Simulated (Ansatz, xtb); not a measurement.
Two isomers of C4H9

Structure I: `C[C](C)C`, a doublet. Structure II: `C[CH]CC`, a doublet. Both are isolated molecules in the gas phase, relaxed with B3LYP-D3(BJ)/def2-SVP; each stands in its lowest conformer found.

Quicker runs give these differences E(II) − E(I): GFN2-xTB +5.4 kcal/mol; HF/STO-3G +4.0 kcal/mol (at GFN2-xTB geometries); r2SCAN-D4/def2-SVP +5.1 kcal/mol (at GFN2-xTB geometries).

Problem. Estimate E(II) − E(I) at the level CCSD(T)/def2-SVP + ΔMP2/def2-TZVPP.

Solution. Calculated at CCSD(T)/def2-SVP + ΔMP2/def2-TZVPP: E(II) − E(I) = +3.5 kcal/mol, so structure I lies lower.

How the difference moves with the method:

```csv
level,geometry,E(II) − E(I) (kcal/mol),departure from the last row (kcal/mol),"job, with rough time for the two"
GFN2-xTB,GFN2-xTB,+5.4,+1.9,"optimisation, 0.11 s"
HF/STO-3G,GFN2-xTB,+4.0,+0.5,"single point, 0.3 s"
r2SCAN-D4/def2-SVP,GFN2-xTB,+5.1,+1.6,"single point, 6.3 s"
B3LYP-D3(BJ)/def2-SVP,B3LYP-D3(BJ)/def2-SVP,+4.3,+0.9,"optimisation, 75 s"
HF/def2-SVP,B3LYP-D3(BJ)/def2-SVP,+2.8,−0.6,part of the CCSD(T) run
MP2/def2-SVP,B3LYP-D3(BJ)/def2-SVP,+4.1,+0.6,part of the CCSD(T) run
CCSD(T)/def2-SVP,B3LYP-D3(BJ)/def2-SVP,+4.1,+0.6,single point
CCSD(T)/def2-SVP + ΔMP2/def2-TZVPP,B3LYP-D3(BJ)/def2-SVP,+3.5,,"single point, 69 s"
```

As drawn, both hold the same kinds of bond in the same numbers. Structure I has 3 methyl groups, II 2.

The levels shown agree on the order. The largest departure from CCSD(T)/def2-SVP + ΔMP2/def2-TZVPP is that of GFN2-xTB, 1.9 kcal/mol. The last row adds to CCSD(T) the change of the MP2 difference between the two basis sets, here −0.6 kcal/mol.

With harmonic frequencies from B3LYP-D3(BJ)/def2-SVP (ideal gas, rigid rotor, one conformer each, 298.15 K, 1 atm): on the last row, ΔE + ΔZPE = +3.7, ΔH = +3.6, ΔG = +2.9 kcal/mol.

Open shells are spin-unrestricted. The correlated steps freeze 4 core orbitals. Mirror images aren't counted in ΔG. Run with Ansatz 0.2.0, xtb 6.7.1; the last row on 2 threads of Arm Neoverse V1 on a shared host.
